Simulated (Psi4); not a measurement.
H2O2 (hydrogen peroxide): methods side by side

H2O2: 4 atoms, total charge 0, spin state singlet. As SMILES, `OO`. Geometry: optimised at PBE0/def2-TZVP.

Each level gives the HOMO–LUMO gap (eV). The values are calculated.

```
                                 level                    kind  program  value (eV)  CPU time
   PBE-D4/def2-TZVPP (density fitting)                     GGA     Psi4        5.49      28 s
r2SCAN-D4/def2-TZVPP (density fitting)                meta-GGA     Psi4        6.38      61 s
 B3LYP-D4/def2-TZVPP (density fitting)           global hybrid     Psi4        8.12      23 s
  PBE0-D4/def2-TZVPP (density fitting)           global hybrid     Psi4        8.85      22 s
  wB97M-V/def2-TZVPP (density fitting)  range-separated hybrid     Psi4       13.10      66 s
```

The values span 5.49 to 13.10 eV. Orbital gaps aren't excitation energies; they tend to grow with the share of exact exchange. Times are those of the runs behind each value, whatever else they computed, on shared processors of several kinds: orders of magnitude only.
